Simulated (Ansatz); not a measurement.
C$_{2}$H$_{4}$N (SMILES [CH-]=NC) (charge -1), singlet: a trajectory.

The input file, in.yaml:

```yaml
crystal:
  periodic: [false, false, false]
  atoms:
    - {symbol: C, position_ang: [-1.116630, -0.637370, -0.819030]}
    - {symbol: N, position_ang: [-0.711540, 0.067030, 0.232980]}
    - {symbol: C, position_ang: [0.720150, 0.262530, 0.291360]}
    - {symbol: H, position_ang: [-2.285320, -0.680770, -0.682290]}
    - {symbol: H, position_ang: [1.297410, -0.681370, 0.370240]}
    - {symbol: H, position_ang: [0.960870, 0.861510, 1.187720]}
    - {symbol: H, position_ang: [1.135060, 0.808440, -0.580970]}
basis:
  gaussian: {orbitals: def2-SVPD}
total_charge: -1
hamiltonian: {xc: pbe, dispersion: d4}
md: {n_steps: 60, timestep: 0.75, temperature: 700, ensemble: nve, seed: 804, initial_velocities: maxwell_boltzmann}
```

Run by:

```bash
ansatz run in.yaml --threads 2 --pin off --events-out ev --progress --plain --max-ram 3481MiB
```

Output of Ansatz 0.2.0:

```
Functional definition: PBE
  name "PBE"
  cite "Perdew, Burke & Ernzerhof, Phys. Rev. Lett. 77, 3865 (1996) doi:10.1103/PhysRevLett.77.3865"
  parent pbe
  parameter kappa = 0.804
  parameter beta = 0.06672455060314922
  exchange = pbe_x(kappa = kappa, mu = beta*pi^2/3)
  correlation = pbe_c(beta = beta)
769 factors; their error is unknown
mean field evaluation 1: about -3617.2135 eV, gradient 3.0e1 eV
mean field evaluation 2: about -3596.9956 eV, gradient 7.3e1 eV
mean field evaluation 4: about -3619.6900 eV, gradient 5.9e0 eV
mean field evaluation 8: about -3619.7836 eV, gradient 2.4e-1 eV
mean field evaluation 16: about -3619.7337 eV, gradient 3.5e-4 eV
mean field -3619.73367717 eV, -133.0227590923 hartree, gradient 3.2e-5 eV, S^2 0.000000; 0 other end points of the search recorded, 0 dependent functions left out
the calculation of the forces begins
reference -3619.73371676 eV, -133.0227605474 hartree; 12, 12 occupied and 80, 80 virtual orbitals, 769 factors
md step     0: t =     0.00 fs  T =   700.0 K  F+E_penalty+E_count = -3619.84242038 eV  E_kin = 0.452410 eV  conserved = -3619.39001039 eV  (29 SCF iters)
md step     1: t =     0.75 fs  T =   681.6 K  F+E_penalty+E_count = -3619.83011610 eV  E_kin = 0.440530 eV  conserved = -3619.38958606 eV  (32 SCF iters, 3 dispersion substeps)
md step     2: t =     1.50 fs  T =   637.7 K  F+E_penalty+E_count = -3619.80084348 eV  E_kin = 0.412133 eV  conserved = -3619.38871093 eV  (31 SCF iters, 3 dispersion substeps)
md step     3: t =     2.25 fs  T =   587.0 K  F+E_penalty+E_count = -3619.76752408 eV  E_kin = 0.379396 eV  conserved = -3619.38812841 eV  (31 SCF iters, 3 dispersion substeps)
md step     4: t =     3.00 fs  T =   542.5 K  F+E_penalty+E_count = -3619.73882972 eV  E_kin = 0.350586 eV  conserved = -3619.38824349 eV  (31 SCF iters, 3 dispersion substeps)
md step     5: t =     3.75 fs  T =   502.3 K  F+E_penalty+E_count = -3619.71331943 eV  E_kin = 0.324622 eV  conserved = -3619.38869716 eV  (31 SCF iters, 3 dispersion substeps)
md step     6: t =     4.50 fs  T =   457.1 K  F+E_penalty+E_count = -3619.68430675 eV  E_kin = 0.295392 eV  conserved = -3619.38891433 eV  (31 SCF iters, 3 dispersion substeps)
md step     7: t =     5.25 fs  T =   401.5 K  F+E_penalty+E_count = -3619.64821049 eV  E_kin = 0.259493 eV  conserved = -3619.38871772 eV  (31 SCF iters, 3 dispersion substeps)
md step     8: t =     6.00 fs  T =   339.4 K  F+E_penalty+E_count = -3619.60765255 eV  E_kin = 0.219374 eV  conserved = -3619.38827881 eV  (32 SCF iters, 3 dispersion substeps)
md step     9: t =     6.75 fs  T =   280.9 K  F+E_penalty+E_count = -3619.56931131 eV  E_kin = 0.181515 eV  conserved = -3619.38779616 eV  (32 SCF iters, 3 dispersion substeps)
md step    10: t =     7.50 fs  T =   237.5 K  F+E_penalty+E_count = -3619.54087492 eV  E_kin = 0.153495 eV  conserved = -3619.38737969 eV  (32 SCF iters, 3 dispersion substeps)
md step    11: t =     8.25 fs  T =   219.5 K  F+E_penalty+E_count = -3619.52902571 eV  E_kin = 0.141893 eV  conserved = -3619.38713233 eV  (32 SCF iters, 3 dispersion substeps)
md step    12: t =     9.00 fs  T =   232.7 K  F+E_penalty+E_count = -3619.53757897 eV  E_kin = 0.150370 eV  conserved = -3619.38720919 eV  (33 SCF iters, 3 dispersion substeps)
md step    13: t =     9.75 fs  T =   274.5 K  F+E_penalty+E_count = -3619.56510930 eV  E_kin = 0.177395 eV  conserved = -3619.38771390 eV  (33 SCF iters, 3 dispersion substeps)
md step    14: t =    10.50 fs  T =   332.9 K  F+E_penalty+E_count = -3619.60363271 eV  E_kin = 0.215130 eV  conserved = -3619.38850262 eV  (34 SCF iters, 3 dispersion substeps)
md step    15: t =    11.25 fs  T =   389.8 K  F+E_penalty+E_count = -3619.64106967 eV  E_kin = 0.251932 eV  conserved = -3619.38913810 eV  (32 SCF iters, 3 dispersion substeps)
md step    16: t =    12.00 fs  T =   431.3 K  F+E_penalty+E_count = -3619.66788783 eV  E_kin = 0.278722 eV  conserved = -3619.38916612 eV  (32 SCF iters, 3 dispersion substeps)
md step    17: t =    12.75 fs  T =   456.5 K  F+E_penalty+E_count = -3619.68364223 eV  E_kin = 0.295056 eV  conserved = -3619.38858584 eV  (32 SCF iters, 3 dispersion substeps)
md step    18: t =    13.50 fs  T =   477.6 K  F+E_penalty+E_count = -3619.69668591 eV  E_kin = 0.308677 eV  conserved = -3619.38800914 eV  (50 SCF iters, 3 dispersion substeps)
md step    19: t =    14.25 fs  T =   506.2 K  F+E_penalty+E_count = -3619.71524198 eV  E_kin = 0.327164 eV  conserved = -3619.38807761 eV  (32 SCF iters, 3 dispersion substeps)
md step    20: t =    15.00 fs  T =   540.9 K  F+E_penalty+E_count = -3619.73827581 eV  E_kin = 0.349563 eV  conserved = -3619.38871320 eV  (32 SCF iters, 3 dispersion substeps)
md step    21: t =    15.75 fs  T =   568.1 K  F+E_penalty+E_count = -3619.75641331 eV  E_kin = 0.367137 eV  conserved = -3619.38927648 eV  (32 SCF iters, 3 dispersion substeps)
md step    22: t =    16.50 fs  T =   575.0 K  F+E_penalty+E_count = -3619.76095480 eV  E_kin = 0.371621 eV  conserved = -3619.38933335 eV  (32 SCF iters, 3 dispersion substeps)
md step    23: t =    17.25 fs  T =   559.4 K  F+E_penalty+E_count = -3619.75051342 eV  E_kin = 0.361566 eV  conserved = -3619.38894763 eV  (32 SCF iters, 3 dispersion substeps)
md step    24: t =    18.00 fs  T =   529.5 K  F+E_penalty+E_count = -3619.73060487 eV  E_kin = 0.342194 eV  conserved = -3619.38841076 eV  (32 SCF iters, 3 dispersion substeps)
md step    25: t =    18.75 fs  T =   497.5 K  F+E_penalty+E_count = -3619.70949184 eV  E_kin = 0.321528 eV  conserved = -3619.38796350 eV  (32 SCF iters, 3 dispersion substeps)
md step    26: t =    19.50 fs  T =   474.4 K  F+E_penalty+E_count = -3619.69433575 eV  E_kin = 0.306589 eV  conserved = -3619.38774640 eV  (32 SCF iters, 3 dispersion substeps)
md step    27: t =    20.25 fs  T =   465.6 K  F+E_penalty+E_count = -3619.68873420 eV  E_kin = 0.300890 eV  conserved = -3619.38784469 eV  (32 SCF iters, 3 dispersion substeps)
md step    28: t =    21.00 fs  T =   468.9 K  F+E_penalty+E_count = -3619.69130759 eV  E_kin = 0.303052 eV  conserved = -3619.38825556 eV  (32 SCF iters, 3 dispersion substeps)
md step    29: t =    21.75 fs  T =   475.2 K  F+E_penalty+E_count = -3619.69589399 eV  E_kin = 0.307104 eV  conserved = -3619.38878998 eV  (32 SCF iters, 3 dispersion substeps)
md step    30: t =    22.50 fs  T =   472.8 K  F+E_penalty+E_count = -3619.69464104 eV  E_kin = 0.305568 eV  conserved = -3619.38907294 eV  (32 SCF iters, 3 dispersion substeps)
md step    31: t =    23.25 fs  T =   456.3 K  F+E_penalty+E_count = -3619.68369588 eV  E_kin = 0.294917 eV  conserved = -3619.38877845 eV  (32 SCF iters, 3 dispersion substeps)
md step    32: t =    24.00 fs  T =   432.9 K  F+E_penalty+E_count = -3619.66779962 eV  E_kin = 0.279790 eV  conserved = -3619.38801002 eV  (32 SCF iters, 3 dispersion substeps)
md step    33: t =    24.75 fs  T =   419.3 K  F+E_penalty+E_count = -3619.65839645 eV  E_kin = 0.271002 eV  conserved = -3619.38739405 eV  (32 SCF iters, 3 dispersion substeps)
md step    34: t =    25.50 fs  T =   428.5 K  F+E_penalty+E_count = -3619.66445489 eV  E_kin = 0.276935 eV  conserved = -3619.38752006 eV  (32 SCF iters, 3 dispersion substeps)
md step    35: t =    26.25 fs  T =   457.7 K  F+E_penalty+E_count = -3619.68410212 eV  E_kin = 0.295815 eV  conserved = -3619.38828672 eV  (32 SCF iters, 3 dispersion substeps)
md step    36: t =    27.00 fs  T =   490.5 K  F+E_penalty+E_count = -3619.70603284 eV  E_kin = 0.316980 eV  conserved = -3619.38905299 eV  (32 SCF iters, 3 dispersion substeps)
md step    37: t =    27.75 fs  T =   509.7 K  F+E_penalty+E_count = -3619.71872896 eV  E_kin = 0.329419 eV  conserved = -3619.38931032 eV  (32 SCF iters, 3 dispersion substeps)
md step    38: t =    28.50 fs  T =   509.4 K  F+E_penalty+E_count = -3619.71819594 eV  E_kin = 0.329203 eV  conserved = -3619.38899340 eV  (32 SCF iters, 3 dispersion substeps)
md step    39: t =    29.25 fs  T =   496.6 K  F+E_penalty+E_count = -3619.70931222 eV  E_kin = 0.320969 eV  conserved = -3619.38834342 eV  (32 SCF iters, 3 dispersion substeps)
md step    40: t =    30.00 fs  T =   486.7 K  F+E_penalty+E_count = -3619.70227932 eV  E_kin = 0.314576 eV  conserved = -3619.38770331 eV  (32 SCF iters, 3 dispersion substeps)
md step    41: t =    30.75 fs  T =   494.9 K  F+E_penalty+E_count = -3619.70722354 eV  E_kin = 0.319837 eV  conserved = -3619.38738662 eV  (32 SCF iters, 3 dispersion substeps)
md step    42: t =    31.50 fs  T =   528.6 K  F+E_penalty+E_count = -3619.72918651 eV  E_kin = 0.341610 eV  conserved = -3619.38757642 eV  (32 SCF iters, 3 dispersion substeps)
md step    43: t =    32.25 fs  T =   583.3 K  F+E_penalty+E_count = -3619.76520962 eV  E_kin = 0.376958 eV  conserved = -3619.38825168 eV  (32 SCF iters, 3 dispersion substeps)
md step    44: t =    33.00 fs  T =   642.9 K  F+E_penalty+E_count = -3619.80468572 eV  E_kin = 0.415504 eV  conserved = -3619.38918166 eV  (32 SCF iters, 3 dispersion substeps)
md step    45: t =    33.75 fs  T =   685.6 K  F+E_penalty+E_count = -3619.83307424 eV  E_kin = 0.443087 eV  conserved = -3619.38998736 eV  (32 SCF iters, 3 dispersion substeps)
md step    46: t =    34.50 fs  T =   692.7 K  F+E_penalty+E_count = -3619.83797393 eV  E_kin = 0.447724 eV  conserved = -3619.39025017 eV  (32 SCF iters, 3 dispersion substeps)
md step    47: t =    35.25 fs  T =   659.1 K  F+E_penalty+E_count = -3619.81566394 eV  E_kin = 0.425959 eV  conserved = -3619.38970540 eV  (32 SCF iters, 3 dispersion substeps)
md step    48: t =    36.00 fs  T =   597.8 K  F+E_penalty+E_count = -3619.77487664 eV  E_kin = 0.386337 eV  conserved = -3619.38853957 eV  (32 SCF iters, 3 dispersion substeps)
md step    49: t =    36.75 fs  T =   535.4 K  F+E_penalty+E_count = -3619.73351710 eV  E_kin = 0.346035 eV  conserved = -3619.38748194 eV  (32 SCF iters, 3 dispersion substeps)
md step    50: t =    37.50 fs  T =   495.7 K  F+E_penalty+E_count = -3619.70764821 eV  E_kin = 0.320386 eV  conserved = -3619.38726181 eV  (50 SCF iters, 3 dispersion substeps)
md step    51: t =    38.25 fs  T =   484.3 K  F+E_penalty+E_count = -3619.70086707 eV  E_kin = 0.313007 eV  conserved = -3619.38786031 eV  (32 SCF iters, 3 dispersion substeps)
md step    52: t =    39.00 fs  T =   488.6 K  F+E_penalty+E_count = -3619.70440686 eV  E_kin = 0.315806 eV  conserved = -3619.38860049 eV  (32 SCF iters, 3 dispersion substeps)
md step    53: t =    39.75 fs  T =   491.9 K  F+E_penalty+E_count = -3619.70683001 eV  E_kin = 0.317921 eV  conserved = -3619.38890934 eV  (32 SCF iters, 3 dispersion substeps)
md step    54: t =    40.50 fs  T =   486.0 K  F+E_penalty+E_count = -3619.70280252 eV  E_kin = 0.314106 eV  conserved = -3619.38869670 eV  (32 SCF iters, 3 dispersion substeps)
md step    55: t =    41.25 fs  T =   474.8 K  F+E_penalty+E_count = -3619.69501392 eV  E_kin = 0.306834 eV  conserved = -3619.38817956 eV  (32 SCF iters, 3 dispersion substeps)
md step    56: t =    42.00 fs  T =   469.6 K  F+E_penalty+E_count = -3619.69114431 eV  E_kin = 0.303498 eV  conserved = -3619.38764630 eV  (32 SCF iters, 3 dispersion substeps)
md step    57: t =    42.75 fs  T =   482.7 K  F+E_penalty+E_count = -3619.69933230 eV  E_kin = 0.311967 eV  conserved = -3619.38736496 eV  (32 SCF iters, 3 dispersion substeps)
md step    58: t =    43.50 fs  T =   520.4 K  F+E_penalty+E_count = -3619.72387635 eV  E_kin = 0.336351 eV  conserved = -3619.38752581 eV  (32 SCF iters, 3 dispersion substeps)
md step    59: t =    44.25 fs  T =   578.9 K  F+E_penalty+E_count = -3619.76226993 eV  E_kin = 0.374117 eV  conserved = -3619.38815248 eV  (32 SCF iters, 3 dispersion substeps)
md step    60: t =    45.00 fs  T =   643.4 K  F+E_penalty+E_count = -3619.80489909 eV  E_kin = 0.415846 eV  conserved = -3619.38905310 eV  (51 SCF iters, 3 dispersion substeps)
Total energy: -3619.80493862 eV, -133.0253779023 hartree
Atom 0 at    -1.173109    -0.764337    -0.683597 Å, force     1.305323    -0.300671     0.118463 eV/Å
Atom 1 at    -0.663438     0.182170     0.047898 Å, force    -1.457719    -0.064381     0.596759 eV/Å
Atom 2 at     0.732209     0.258521     0.340786 Å, force     0.389299     0.435218    -0.949956 eV/Å
Atom 3 at    -2.286880    -0.705589    -0.621758 Å, force    -0.538738     0.346880    -0.148710 eV/Å
Atom 4 at     1.335391    -0.472336    -0.340118 Å, force    -0.119116     0.578194     0.715482 eV/Å
Atom 5 at     0.901201     0.096415     1.434948 Å, force     0.101101    -0.311105    -0.215539 eV/Å
Atom 6 at     1.019176     1.350019     0.190776 Å, force     0.319851    -0.684135    -0.116499 eV/Å
Dipole moment:     0.289445     0.463091     0.437500 e Å

[the SCF lines of later steps are left out]
```

Hardware: 2 CPU threads of an Intel Xeon, shared host. Wall time about 3.1 min.
